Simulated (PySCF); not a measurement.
Compound: C₄H₁₀NO (doublet state).
Structure used (GFN2-xTB), in Å, numbered top down from 1:
```xyz
16
C4H10NO angstrom
C      2.777   -0.006   -0.134
O      2.011    0.603    0.812
C      0.647    0.764    0.505
C     -0.140   -0.535    0.719
C     -1.649   -0.351    0.564
N     -2.002   -0.095   -0.824
H      3.731   -0.342    0.215
H      2.334   -0.373   -1.040
H      0.534    1.109   -0.531
H      0.281    1.539    1.185
H      0.200   -1.283    0.002
H      0.074   -0.899    1.726
H     -2.142   -1.283    0.855
H     -1.989    0.441    1.254
H     -1.665    0.816   -1.116
H     -3.009   -0.097   -0.937
```

The hyperfine couplings belong to this conformer and change with its torsions.

As a line formula: `[CH2]OCCCN` [radical].

Theory: UKS B3LYP, pcH-1 on C H N O, non-relativistic, mean-field spin-orbit, GIAO in PySCF 2.14.0. The structure is a single GFN2-xTB conformer in the gas phase; no vibrational or solvent corrections. Couplings are sensitive to structure, and on GFN2-xTB geometries they can be far from those on DFT ones. No stability test was run, so a lower SCF solution isn't excluded.

The Mulliken spin populations are largest on C1 (+0.93) and O2 (+0.14). No atom but C1 exceeds +0.15. The angles at C1 add up to 357.4°, so it is nearly planar; its axial dipolar tensor and the negative couplings of its protons fit spin in a p orbital normal to that plane.

Problem. McConnell's relation a(H) = Q·ρ ties the coupling of a proton on a planar π carbon to the spin population of that carbon. What Q do the computed values give?

Solution. 
```
 H   C    ρ(C)  a(H) (G)  a/ρ (G)
H7  C1  +0.933    -18.56    -19.9
H8  C1  +0.933    -19.13    -20.5
```

These protons share one ρ (within 0.01), so their mean ratio, Q = -20.2 G, is no test of linearity. In every row coupling and population have opposite signs.

Couplings in gauss use g_iso = 2.0034.
